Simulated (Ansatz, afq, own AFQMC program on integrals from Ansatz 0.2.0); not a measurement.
Two steps: Ansatz 0.2.0 writes the Fock matrix and Cholesky factors of the valence space, and afq projects on them the lowest state that overlaps trial and start.

```yaml
crystal:
  periodic: [false, false, false]
  atoms:
    - {symbol: Al, position_ang: [0.000000, 0.000000, 1.308589]}
    - {symbol: Al, position_ang: [0.000000, 0.000000, -1.308589]}
    - {symbol: H, position_ang: [0.000000, 1.353331, 2.152404]}
    - {symbol: H, position_ang: [0.000000, -1.353331, 2.152404]}
    - {symbol: H, position_ang: [0.000000, 1.353331, -2.152404]}
    - {symbol: H, position_ang: [0.000000, -1.353331, -2.152404]}
basis:
  gaussian: {orbitals: cc-pVTZ}
magnetization: {spin_polarized: false}
correlation: {method: ccsd_t, electrons: outside_noble_gas, hamiltonian_folder: ham}
```

```sh
$ ansatz run in.yaml --threads 1 --pin off --events-out ev --progress --plain --max-ram 16896MiB --backend cuda --devices 0, --max-vram 18GiB
```

afq runs on the folder ham with

```
--method phaseless --trial hf --walkers 600 --populations 10 --least-time 40 --time-step 0.005 --steps-per-block 20 --equilibration-blocks 112 --max-blocks 4000 --target-error 0.0009500 --factor-cut 1e-05 --seed 3446 --taylor-order 6
```

Times are imaginary, in 1/Eh. The walk had a cap of 83 s. With eight or more populations the least sampling time is a fifth of least-time, and the error comes from their spread.

Output of the walk:

```
orbitals 114  electrons 5 5  factors 728 of 740
reference energy -486.14107226 Eh
CCSD correlation -0.20293758 Eh in 11 cycles, weight of the determinant in the CISD state 0.8729
energy of the start -486.141072 Eh
 block  time / (1/Eh)  mean weight  energy / Eh
     1     0.100  1.0006  -486.178529
     2     0.200  1.0009  -486.207044
     3     0.300  1.0009  -486.228438
     4     0.400  1.0006  -486.246005
     5     0.500  1.0007  -486.258416
     7     0.700  1.0008  -486.278437
     9     0.900  0.9998  -486.292081
    17     1.700  0.9994  -486.325376
    33     3.300  0.9996  -486.343838
    49     4.900  0.9996  -486.344355
    65     6.500  1.0006  -486.354150
    81     8.100  0.9991  -486.349348
    97     9.700  0.9993  -486.341973
   113    11.300  1.0003  -486.346393
   129    12.900  0.9998  -486.351816
   145    14.500  1.0000  -486.364283
   161    16.100  0.9997  -486.349615
   177    17.700  0.9996  -486.352134
   193    19.300  0.9999  -486.347488
   209    20.900  1.0007  -486.357740
   217    21.700  1.0003  -486.366715
   225    22.500  0.9996  -486.348120
   241    24.100  0.9998  -486.351753
   257    25.700  1.0001  -486.350493
   273    27.300  0.9999  -486.348490
   289    28.900  0.9994  -486.350911
   305    30.500  0.9988  -486.351156
   321    32.100  0.9996  -486.346168
   337    33.700  0.9998  -486.349954
   345    34.500  0.9998  -486.341182
error from the spread of 10 populations
energy -486.352213 +/- 0.000922 Eh
(rows thinned)
```

The run passed its tests (sampling time, drift between the halves within three errors, error under three times the target), which doesn't prove that it has relaxed. The second half of the sampling lies above the first by 2.3 errors of their difference, so the energy may still be moving and its error bar be too small.

Against this walk (error 25.1 meV) on the same determinant: CCSD(T) 102.9 meV higher, CCSDT(Q) 70.2 meV higher, a separate phaseless walk with a CISD trial and standard settings 74.5 ± 25.6 meV higher. The error is statistical and leaves out the bias of the constraint.

Cautions: constraint bias not in the error.

The walk took 70 s on 1 × NVIDIA H100 80GB HBM3 with 2 threads of AMD EPYC 7R13 Processor (Zen 3) (shared host) (the card was shared). The log's last line is the phaseless energy.

CCSDT and higher add their correlation energy to the determinant of the CCSD(T) run, since their own runs factorise the integrals more tightly (a shift of under 2 meV). A walk keeps the symmetry of its determinant, which the program's search chose and which needn't be the lowest solution, so a lower state of the same spin and another symmetry isn't excluded.
